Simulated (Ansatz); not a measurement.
hcp Tl was calculated with PBEsol in Ansatz (PAW).

Numerical settings: plane-wave cutoff 520 eV, 18×18×10 k mesh (along the axes of the cell as run), Fermi–Dirac smearing 0.05 eV, scalar-relativistic PAW data made under PBE.

Shape and atoms are relaxed at each volume.

Pressure at four volumes; x = ln(V/28.622 Å³). One pressure is withheld.

```
V (Å³/atom)        x  P (GPa)
-----------  -------  -------
27.477       -0.0408        ?
28.050       -0.0202    0.751
28.622        0.0000   -0.014
29.767        0.0392   -1.280
```

Question: Pass a parabola P(x) through the three rows shown, estimate the bulk modulus and its pressure derivative near zero pressure, and predict the withheld pressure.

Answer: Slopes between the rows: (-0.014 − (0.751))/(0.0000 − (-0.0202)) = -37.87 and (-1.280 − (-0.014))/(0.0392 − (0.0000)) = -32.30 GPa. Their difference over the span 0.0594 is c = 5.57/0.0594 = 93.8 GPa, so P(x) = 0.751 + (-37.87)(x − (-0.0202)) + 93.8 (x − (-0.0202))(x − (0.0000)). At the middle row B = −dP/dx = −[-37.87 + 93.8 × 0.0202] = 36.0 GPa, and B′ = dB/dP = 2c/B = 5.2. At x = -0.0408 the parabola gives 1.610 GPa; the run gives 1.622 GPa. The Birch–Murnaghan fit to the energies at all volumes has B0 = 36.0 GPa and B′ = 5.4.

Measured, for comparison: bulk modulus 37.4 GPa (copied from a table, unchecked, extrapolated to 0 K and zero-point effects removed; as tabulated in Lejaeghere et al. (2013), arXiv:1204.2733). Computed (rounded) less measured: bulk modulus not scored (unchecked).

Note: the bulk modulus comes from volumes at which shape and atoms were relaxed.

Spin–orbit coupling is not included; it can shift volumes and moduli of such heavy elements.

Ansatz is a first-principles code.
